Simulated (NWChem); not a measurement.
**BHO2 (oxoborinic acid): r2SCAN/def2-TZVP**

What is the vertical ionisation energy of BHO2 (oxoborinic acid) at r2SCAN/def2-TZVP? 

The results are computed with NWChem 7.3.0.

## Step 1: The structure to begin with

BHO2: 4 atoms, total charge 0, spin state singlet. SMILES: `O=BO`. Geometry: relaxed at PBE0-D4/def2-TZVP.

Bond lengths: O1–B2 1.210 Å, B2–O3 1.322 Å, O3–H4 0.960 Å. Angles: O1–B2–O3 177.5°, B2–O3–H4 117.0°.

## Step 2: A single-point energy at r2SCAN/def2-TZVP

File bho2.nw:

```
start bho2
memory total 2200 mb
geometry noautosym nocenter noautoz
  O       -1.555100       0.523500       0.428500
  B       -0.423900       0.132000       0.248600
  O        0.816700      -0.302000       0.108600
  H        1.162300      -0.353500      -0.785700
end
basis spherical bse
  * library def2-TZVP
end
dft
  xc r2scan
  grid fine
  convergence energy 1e-08
  iterations 100
  mulliken
  print low
end
task dft energy
```

On the command line:

```console
$ nwchem bho2.nw > bho2.out
```

Log:

```text
[...]
 d= 0,ls=0.0,diis     1   -175.8444337973 -2.30D+02  1.39D-02  1.08D+00     1.5
[...]
 d= 0,ls=0.0,diis     8   -175.9705423428 -9.18D-09  5.26D-06  8.03D-07    10.0
         Total DFT energy =     -175.970542342841
      One electron energy =     -347.879482232233
           Coulomb energy =      139.490753455238
    Exchange-Corr. energy =      -21.587394052996
 Nuclear repulsion energy =       54.005580487150
[...]
      Total Density - Mulliken Population Analysis
     ---------------------------------------------
    Atom       Charge   Shell Charges
 -----------   ------   -------------------------------------------------------
    1 O    8     8.27   0.79  1.18  0.62  0.85  0.37  1.87  1.77  0.81  0.00  0.01  0.00
    2 B    5     4.68   0.92  1.05  0.54  0.10  0.01  1.04  0.65  0.10  0.11  0.11  0.05
    3 O    8     8.41   0.79  1.18  0.59  0.88  0.32  1.92  1.92  0.79  0.00  0.01  0.00
    4 H    1     0.64   0.25  0.32  0.02  0.05
[...]
```

Run time: 11 s. Hardware: 1 thread of Intel Xeon Platinum 8488C (Sapphire Rapids), shared host; peak memory 0.11 GiB.

## Step 3: The doublet cation, same level

File struct.nw:

```
START struct
TITLE "BHO2 energy"
memory total 2200 mb
charge 1
GEOMETRY noautosym nocenter noautoz
  O    -1.555100    0.523500    0.428500
  B    -0.423900    0.132000    0.248600
  O     0.816700   -0.302000    0.108600
  H     1.162300   -0.353500   -0.785700
END
BASIS spherical bse
  * library def2-TZVP
END
DFT
  xc r2scan
  mult 2
  grid fine
  convergence energy 1e-08
  iterations 100
  mulliken
  print low
END
TASK dft energy
```

On the command line:

```console
$ nwchem struct.nw > struct.out
```

Log:

```text
[...]
 d= 0,ls=0.0,diis     1   -175.3412208518 -2.29D+02  7.56D-03  4.95D-01     2.0
[...]
 d= 0,ls=0.0,diis    13   -175.5255855208 -4.46D-09  2.01D-07  6.43D-10    22.6
[...]
         Total DFT energy =     -175.525585520791
      One electron energy =     -340.226193982545
           Coulomb energy =      131.932963135574
    Exchange-Corr. energy =      -21.237935160971
 Nuclear repulsion energy =       54.005580487150
[...]
      Total Density - Mulliken Population Analysis
     ---------------------------------------------
    Atom       Charge   Shell Charges
 -----------   ------   -------------------------------------------------------
    1 O    8     7.83   0.79  1.17  0.64  0.91  0.35  1.82  1.67  0.45  0.00  0.02  0.00
    2 B    5     4.49   0.92  1.05  0.56  0.14  0.00  1.00  0.57  0.01  0.10  0.10  0.05
    3 O    8     8.11   0.79  1.18  0.60  0.91  0.28  1.89  1.88  0.55  0.00  0.02  0.00
    4 H    1     0.57   0.23  0.28  0.01  0.05
[...]
      <S2> =      0.7631 (Exact =     0.7500)
[...]
```

Run time: 23 s. Hardware: 1 thread of Intel Xeon Platinum 8488C (Sapphire Rapids), shared host; peak memory 0.12 GiB.

## Step 4: Results

At r2SCAN/def2-TZVP:

| quantity | value |
| --- | --- |
| singlet BHO2: total energy | -175.97054 Eh |
| doublet cation: total energy | -175.52559 Eh |
| doublet cation: ⟨S²⟩ | 0.763 |
| vertical ionisation energy (to the doublet cation) | 12.108 eV |

In words: The vertical ionisation energy comes to 12.11 eV (1168 kJ/mol). Mulliken charges (singlet BHO2) run from -0.41 on O3 to +0.36 on H4; they depend strongly on the basis.
